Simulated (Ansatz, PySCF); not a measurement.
This Ansatz (a quantum-chemistry and plane-wave program) input computes a SVWN5/def2-TZVPD energy:

Ansatz 0.2 input:
```yaml
crystal:
  periodic: [false, false, false]
  atoms:
    - {symbol: C, position_ang: [-0.00010414, 0.00182433, 0.37345697]}
    - {symbol: H, position_ang: [-0.00040982, 0.00717911, 1.46962680]}
    - {symbol: C, position_ang: [0.00527279, 1.45451781, -0.10275072]}
    - {symbol: H, position_ang: [0.00576684, 1.50170122, -1.19558193]}
    - {symbol: H, position_ang: [-0.87616957, 1.99250991, 0.25267727]}
    - {symbol: H, position_ang: [0.89035934, 1.98614304, 0.25320099]}
    - {symbol: C, position_ang: [1.25747259, -0.73250124, -0.09171798]}
    - {symbol: H, position_ang: [1.30316732, -0.76426270, -1.18415093]}
    - {symbol: H, position_ang: [2.16244952, -0.23561540, 0.26440899]}
    - {symbol: H, position_ang: [1.27366904, -1.76227269, 0.27161884]}
    - {symbol: C, position_ang: [-1.26266536, -0.72341823, -0.09246512]}
    - {symbol: H, position_ang: [-1.30794011, -0.75485182, -1.18492504]}
    - {symbol: H, position_ang: [-1.28649968, -1.75304541, 0.27085983]}
    - {symbol: H, position_ang: [-2.16424811, -0.22002124, 0.26312626]}
basis:
  gaussian:
    orbitals: def2-TZVPD
hamiltonian:
  xc: {name: SVWN5}
output: {forces: true}
```

Write an input for the same energy in PySCF and say what it gives.


```python
from pyscf import gto, scf, dft

mol = gto.M(
    atom='''
    C    -0.00010414    0.00182433    0.37345697
    H    -0.00040982    0.00717911    1.46962680
    C     0.00527279    1.45451781   -0.10275072
    H     0.00576684    1.50170122   -1.19558193
    H    -0.87616957    1.99250991    0.25267727
    H     0.89035934    1.98614304    0.25320099
    C     1.25747259   -0.73250124   -0.09171798
    H     1.30316732   -0.76426270   -1.18415093
    H     2.16244952   -0.23561540    0.26440899
    H     1.27366904   -1.76227269    0.27161884
    C    -1.26266536   -0.72341823   -0.09246512
    H    -1.30794011   -0.75485182   -1.18492504
    H    -1.28649968   -1.75304541    0.27085983
    H    -2.16424811   -0.22002124    0.26312626
    ''',
    basis='def2-tzvpd',
    charge=0,
    spin=0,
    verbose=4,
)

mf = dft.RKS(mol, xc='svwn').density_fit(auxbasis='def2-universal-jkfit')
mf.grids.level = 3
mf.conv_tol = 1e-9
mf.max_cycle = 100
mf.max_memory = 1500
mf.kernel()
if not mf.converged:
    mf = mf.newton()
    mf.kernel(mf.make_rdm1())
mf.analyze()
```
It gives -156.98345 Eh, and Ansatz -156.98335 Eh, a difference of 0.10 mEh, from the treatment of integrals and grids.
